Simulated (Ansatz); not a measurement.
# AlF2 radical: basis-set convergence

The task here is to estimate one member of a computed series from the others.

The runs use Ansatz 0.2.0, Gaussian basis; one geometry, several basis sets.

Levels to be run: PBE0-D4/def2-SVP; ωB97M-V/def2-SVP; PBE0-D4/def2-QZVPP; ωB97M-V/def2-QZVPP; the functionals' def2-TZVPP values are taken from earlier runs.

### The relaxed structure

The geometry comes from an earlier relaxation with PBE0-D4 in a triple-zeta def2 set; it is a stationary point.

SMILES `[F][Al][F]`, 3 atoms, charge 0, spin multiplicity 2.

Atoms are counted from 1 here; the program's logs count them from 0.

Bond lengths: F1–Al2 1.647 Å, Al2–F3 1.647 Å. Angles: F1–Al2–F3 119.7°.

The first run:

in.yaml reads:

```yaml
crystal:
  periodic: [false, false, false]
  atoms:
    - {symbol: F, position_ang: [0.532970, -1.361180, 0.136357]}
    - {symbol: Al, position_ang: [0.388651, 0.275388, 0.245222]}
    - {symbol: F, position_ang: [-0.932521, 1.020992, -0.394781]}
basis:
  gaussian: {orbitals: def2-SVP}
magnetization: {spin_polarized: true, initial_magnetization: 1}
hamiltonian: {xc: pbe0, dispersion: d4}
output: {orbitals: {seedname: orbitals}}
```

Steps of the session up to this table: PBE0-D4 in def2-SVP; ωB97M-V in def2-SVP; PBE0-D4 in def2-QZVPP; ωB97M-V in def2-QZVPP.

One table of the session follows, with a row left open; its other results are not shown here.

It belongs to the step «Density functionals: the series». 

| functional | basis | HOMO (eV) | LUMO (eV) |
| --- | --- | --- | --- |
| PBE0-D4 | def2-SVP | -6.90 | -3.27 |
| PBE0-D4 | def2-TZVPP | -7.05 | -3.34 |
| PBE0-D4 | def2-QZVPP | -7.07 | -3.36 |
| ωB97M-V | def2-SVP | ? | ? |
| ωB97M-V | def2-TZVPP | -8.75 | -1.86 |
| ωB97M-V | def2-QZVPP | -8.81 | -1.91 |

Estimate the missing values for ωB97M-V, def2-SVP.

As computed: HOMO (eV): -8.61; LUMO (eV): -1.88. In the column «HOMO (eV)» it lies between ωB97M-V, def2-TZVPP (-8.75) and PBE0-D4, def2-QZVPP (-7.07).
